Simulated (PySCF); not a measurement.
## fluoroacetylene: calculation and literature

Molfile (atoms numbered from 1):
```
C2HF
     RDKit          3D

  4  3  0  0  0  0  0  0  0  0999 V2000
   -0.6237    0.0246   -0.0312 C   0  0  0  0  0  0  0  0  0  0  0  0
    0.5159   -0.0184   -0.3796 C   0  0  0  0  0  0  0  0  0  0  0  0
    1.7425   -0.0665   -0.7541 F   0  0  0  0  0  0  0  0  0  0  0  0
   -1.6245    0.0652    0.2705 H   0  0  0  0  0  0  0  0  0  0  0  0
  1  2  3  0
  2  3  1  0
  1  4  1  0
M  END
```

Published values to compare with: σ 19F F3 422.8 ppm (CCSD(T)/13s9p4d3f; gas (isolated, no vibration); M. E. Harding, PhD thesis, Mainz 2008 (Harding, Lenhart, Auer, Gauss, JCP 2008, 128, 244111)).
σ 13C C1 179.9; C2 100.1; σ 19F F3 423.5; σ 1H H4 30.50 ppm (CCSD(T)/aug-cc-pCV[TQ]Z extrapolated; gas (isolated, no vibration); Teale, Lutnaes, Helgaker, Tozer, Gauss, JCP 2013, 138, 024111, as tabulated in M. Glasbrenner, PhD thesis, LMU Munich (SI Table 24)).
σ 19F F3 414.2 ppm (CCSD(T)/13s9p4d3f + vibration and temperature (MP2); gas, 300 K; M. E. Harding, PhD thesis, Mainz 2008 (Harding, Lenhart, Auer, Gauss, JCP 2008, 128, 244111)).
σ 13C C1 180.5; C2 101.0; σ 19F F3 422.6; σ 1H H4 30.50 ppm (CCSD(T)/cc-pCVQZ; gas (isolated, no vibration); M. Glasbrenner, PhD thesis, LMU Munich (RPA NMR shieldings paper, SI)). Coupling constants: 3J(F3,H4) 14.4 Hz, 3J(F3,H4) 21.0 Hz, 1J(C2,F3) -277.7 Hz, 2J(C1,F3) 25.6 Hz, 1J(C2,C1) 268.1 Hz, 2J(C2,H4) 68.5 Hz, 1J(C1,H4) 270.1 Hz, 1J(C1,H4) 275.5 Hz.

[PySCF 2.14: GFN2-xTB structure; shielding tensors at PBE0/pcSseg-1 (GIAO); spin–spin couplings from B3LYP/pcJ-1; single conformer; no relativistic terms; no solvent]

**Question.** Set the calculated values beside the experiment.

**Answer.** 
Reference values: CCSD(T)/13s9p4d3f (gas (isolated, no vibration); M. E. Harding, PhD thesis, Mainz 2008 (Harding, Lenhart, Auer, Gauss, JCP 2008, 128, 244111)).
```tsv
atoms	quantity	reference	computed
F3	σ 19F	422.8	394.6
```

Reference values: CCSD(T)/aug-cc-pCV[TQ]Z extrapolated (gas (isolated, no vibration); Teale, Lutnaes, Helgaker, Tozer, Gauss, JCP 2013, 138, 024111, as tabulated in M. Glasbrenner, PhD thesis, LMU Munich (SI Table 24)).
```csv
atoms,quantity,reference,computed
C1,σ 13C,179.9,169.5
C2,σ 13C,100.1,89.1
F3,σ 19F,423.5,394.6
H4,σ 1H,30.50,30.99
```

Reference values: CCSD(T)/13s9p4d3f + vibration and temperature (MP2) (gas, 300 K; M. E. Harding, PhD thesis, Mainz 2008 (Harding, Lenhart, Auer, Gauss, JCP 2008, 128, 244111)).
```
atoms  quantity  reference  computed
   F3     σ 19F      414.2     394.6
```

Reference values: CCSD(T)/cc-pCVQZ (gas (isolated, no vibration); M. Glasbrenner, PhD thesis, LMU Munich (RPA NMR shieldings paper, SI)).
```json
{"atoms": "C1", "quantity": "σ 13C", "reference": "180.5", "computed": "169.5"}
{"atoms": "C2", "quantity": "σ 13C", "reference": "101.0", "computed": "89.1"}
{"atoms": "F3", "quantity": "σ 19F", "reference": "422.6", "computed": "394.6"}
{"atoms": "H4", "quantity": "σ 1H", "reference": "30.50", "computed": "30.99"}
```

Absolute shieldings are compared as such; zero-point and thermal motion, absent here, lowers them by some tenths of a ppm for H, a few ppm for C and up to about 10 ppm for F.

Coupling constants in Hz:
| coupling | reference | computed | source |
| --- | --- | --- | --- |
| 3J(F3,H4) | 14.4 | 17.4 | CC3; gas (equilibrium); Jessen and Sauer, arXiv:2312.00705; CC3 and CCSD from Faber, Sauer, Gauss 2017 |
| 3J(F3,H4) | 21.0 | 17.4 | measured; Jessen and Sauer, arXiv:2312.00705; CC3 and CCSD from Faber, Sauer, Gauss 2017 |
| 1J(C2,F3) | -277.7 | -390.0 | CC3; gas (equilibrium); Jessen and Sauer, arXiv:2312.00705; CC3 and CCSD from Faber, Sauer, Gauss 2017 |
| 2J(C1,F3) | 25.6 | 28.7 | CC3; gas (equilibrium); Jessen and Sauer, arXiv:2312.00705; CC3 and CCSD from Faber, Sauer, Gauss 2017 |
| 1J(C2,C1) | 268.1 | 299.3 | CC3; gas (equilibrium); Jessen and Sauer, arXiv:2312.00705; CC3 and CCSD from Faber, Sauer, Gauss 2017 |
| 2J(C2,H4) | 68.5 | 71.1 | CC3; gas (equilibrium); Jessen and Sauer, arXiv:2312.00705; CC3 and CCSD from Faber, Sauer, Gauss 2017 |
| 1J(C1,H4) | 270.1 | 296.3 | CC3; gas (equilibrium); Jessen and Sauer, arXiv:2312.00705; CC3 and CCSD from Faber, Sauer, Gauss 2017 |
| 1J(C1,H4) | 275.5 | 296.3 | measured; liquid or solution (compiled); San Fabian, Garcia de la Vega, Suardiaz et al., Magn. Reson. Chem. 2013, 51, 775 (SI) |

**Question.** How far are the unscaled 19F shieldings from the references?

**Answer.** Mean signed difference -26.17 ppm, mean absolute 26.17 ppm over 4 comparisons; the largest is -28.9 ppm at F3 (fluorine bonded to C).

**Question.** How far are the unscaled 13C shieldings from the references?

**Answer.** Mean signed difference -11.08 ppm, mean absolute 11.08 ppm over 4 comparisons; the largest is -11.9 ppm at C2 (alkyne carbon).

**Question.** How far are the unscaled 1H shieldings from the references?

**Answer.** Mean signed difference +0.49 ppm, mean absolute 0.49 ppm over 2 comparisons; the largest is +0.49 ppm at H4 (hydrogen on a terminal alkyne carbon).

18 of the 62 published NMR values on file for this molecule are compared. The rest: other calculations.
